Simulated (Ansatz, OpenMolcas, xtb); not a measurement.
# Loss of H2: CH2O2 → CO2 + H2

Species: CH2O2 `O=CO`, singlet; CO2 `O=C=O`, singlet; H2 (hydrogen), singlet. 

Shapes, held fixed at every level: PBE0-D4/def2-TZVP. Flexible molecules stand in one conformer, not always the lowest. Programs: Ansatz 0.2.0, OpenMolcas 26.06, xtb 6.7.1. The zero-point and thermal change to 298 K, harmonic and unscaled (PBE0-D4/def2-TZVP), is -24.5 kJ/mol.

```tsv
level	kind	ΔH(298 K) (kJ/mol)	less CCSD(T)/CBS estimate
GFN1-xTB	semi-empirical	-5.6	+6.7
HF/def2-SVP	Hartree–Fock	-10.7	+1.6
B3LYP/6-31G* (Cartesian functions)	global hybrid	-26.4	-14.1
B3LYP/cc-pVTZ	global hybrid	-24.4	-12.1
PBE0-D4/def2-TZVPP	global hybrid	-5.1	+7.2
MP2/def2-SVP	perturbation theory	-38.5	-26.2
MP2/def2-TZVPP	perturbation theory	-28.1	-15.8
CCSD(T)/CBS estimate	coupled cluster or CI	-12.3	0.0
```

The highest level, CCSD(T)/CBS estimate, gives ΔH(298 K) = -12.3 kJ/mol; the levels span -38.5 to -5.1. The column of differences is taken from that level and isn't an error. No measured value is set beside it here. The CBS estimate extrapolates MP2 from def2-TZVPP and def2-QZVPP and adds CCSD(T) − MP2 in the triple-zeta set, cores frozen; for H2 it overshoots the exact energy by about 1 mEh.
